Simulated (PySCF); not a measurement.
Compound: N-methylhydroxylamine, CH₅NO.
Z-matrix (Å and degrees, PBE0-D3(BJ)/def2-TZVP geometry), rows numbered from 1:
```
C 
N   1  1.4471
O   2  1.4244  1  107.71
H   1  1.0911  2  109.39  3    70.89
H   1  1.0928  2  107.88  3  -171.43
H   1  1.0973  2  113.23  3   -50.40
H   2  1.0154  1  108.48  3   111.50
H   3  0.9608  2  103.13  1  -123.89
```

Level: wB97X-D/pcSseg-2 in PySCF, non-relativistic, on one gas-phase PBE0-D3(BJ)/def2-TZVP geometry that isn't relaxed in the solvent. The solvent is an IEF-PCM continuum (cavity from Bondi-type radii × 1.2). Only the electrostatic response of the medium enters.

Gas phase at wB97X-D/pcSseg-2: HOMO -8.93 eV, LUMO 2.42 eV, dipole 0.71 D.

What does the continuum do to the energy, the frontier levels and the dipole at wB97X-D/pcSseg-2 in chloroform?

```csv
solvent,ε,E(solvent) − E(gas) (kJ/mol),polarisation term (kJ/mol),distortion of the solute (kJ/mol),HOMO (eV),LUMO (eV),dipole (D)
chloroform,4.711,-16.88,-18.06,1.18,-8.97,2.57,0.85
```

The first energy column is the sum of the next two and covers electrostatics alone.

The run took 18 s of wall time on an Arm Neoverse N1 with one thread, no GPU (shared host), and the process peaked at 0.76 GiB of memory. This is the whole shielding run at wB97X-D/pcSseg-2 in chloroform, SCF included.

wB97X-D is run here without its empirical dispersion term; that term would change no orbital, density or response property at a fixed geometry.
